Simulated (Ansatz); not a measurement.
# CH5OSi+: one structure at several levels

One table from this session's results is given with a row withheld; the runs are named, their logs left out.

Method: single points in def2-TZVPP; program: Ansatz 0.2.0, Gaussian basis.

Cores are frozen in the correlated methods. B3LYP uses VWN-RPA correlation.

## Where the work starts

SMILES `[OH2+]C=[SiH2]`, 8 atoms, charge 1, spin multiplicity 1.

Atoms are counted from 1 here; the program's logs count them from 0.

Bond lengths: O1–C2 1.503 Å, O1–H4 1.038 Å, O1–H5 1.110 Å, C2–Si3 1.743 Å, C2–H6 1.136 Å, Si3–H7 1.448 Å, Si3–H8 1.501 Å. Angles: C2–O1–H4 107.2°, C2–O1–H5 108.5°, H4–O1–H5 102.0°, O1–C2–Si3 125.4°, O1–C2–H6 103.9°, Si3–C2–H6 127.3°, C2–Si3–H7 121.3°, C2–Si3–H8 118.0°, H7–Si3–H8 120.2°.

Coordinates:

```xyz
8
charge 1, multiplicity 1
O    -0.56880    1.07860   -0.86780
C     0.05910    0.47590    0.35780
Si    0.72020   -1.13300    0.46720
H    -0.86710    0.29350   -1.47750
H    -1.54170    1.52940   -0.58010
H     0.32670    1.37500    0.99780
H     1.42970   -1.57570    1.64980
H     0.37460   -2.11180   -0.61640
```

Set-up of the first run:

run/in.yaml

```yaml
crystal:
  periodic: [false, false, false]
  atoms:
    - {symbol: O, position_ang: [-0.568800, 1.078600, -0.867800]}
    - {symbol: C, position_ang: [0.059100, 0.475900, 0.357800]}
    - {symbol: Si, position_ang: [0.720200, -1.133000, 0.467200]}
    - {symbol: H, position_ang: [-0.867100, 0.293500, -1.477500]}
    - {symbol: H, position_ang: [-1.541700, 1.529400, -0.580100]}
    - {symbol: H, position_ang: [0.326700, 1.375000, 0.997800]}
    - {symbol: H, position_ang: [1.429700, -1.575700, 1.649800]}
    - {symbol: H, position_ang: [0.374600, -2.111800, -0.616400]}
basis:
  gaussian: {orbitals: def2-TZVPP}
total_charge: 1
correlation: {method: ccsd_t}
output: {forces: true}
```

No record of the launch command was kept for these runs.

Among the steps run: CCSD(T)/def2-TZVPP; PBE0-D4/def2-TZVPP; wB97M-V/def2-TZVPP; r2SCAN-D4/def2-TZVPP; PBE-D4/def2-TZVPP; HSE06-D4/def2-TZVPP; B3LYP-D4/def2-TZVPP.

One of the session's tables, all rows but one given; the rest of the session is left out.

```
   method  RMS force component (eV/Å)  angle to CCSD(T) forces (°)
  CCSD(T)                       1.428                    reference
  PBE0-D4                       1.439                          6.9
  wB97M-V                       1.455                          6.9
r2SCAN-D4                       1.386                          4.6
   PBE-D4                           ?                            ?
 HSE06-D4                       1.435                          6.8
 B3LYP-D4                       1.415                          5.0
```

Estimate the missing values for PBE-D4.

As computed: RMS force component (eV/Å): 1.233; angle to CCSD(T) forces (°): 5.3. In the column «RMS force component (eV/Å)» it is the lowest.
